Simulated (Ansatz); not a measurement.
```yaml
crystal:
  periodic: [false, false, false]
  atoms:
    - {symbol: Nb, position_ang: [0.000000, 0.000000, 0.000000]}
    - {symbol: F, position_ang: [0.000000, 0.000000, 2.020000]}
basis:
  gaussian: {orbitals: def2-TZVP}
hamiltonian: {xc: pbe0}
relax: {f_tol: 0.004, max_steps: 80}
```

```sh
$ ansatz run in.yaml --threads 1 --pin off --events-out ev --progress --plain --max-ram 2176MiB
```

Steps of the relaxation (energy above the last step; positions in Å, forces in eV/Å):

```
2
step 1, 570.4 meV
Nb    0.000    0.000    0.000    0.000    0.000    4.039
F     0.000    0.000    2.020    0.000    0.000   -4.039
```

```
2
step 2, 2.9 meV
Nb    0.000    0.000    0.107    0.000    0.000    0.428
F     0.000    0.000    1.913    0.000    0.000   -0.428
```

```
2
step 3, 0.3 meV
Nb    0.000    0.000    0.116    0.000    0.000   -0.153
F     0.000    0.000    1.904    0.000    0.000    0.153
```

```
2
step 4, 0.0 meV
Nb    0.000    0.000    0.114    0.000    0.000    0.001
F     0.000    0.000    1.906    0.000    0.000   -0.001
```

Close pairs at the end: Nb1–F2 1.792 Å.

A stationary point of restricted PBE0 after 4 steps (its stability towards spin polarisation wasn't tested). 6 s on 1 thread of Intel Xeon 6975P-C, shared host.
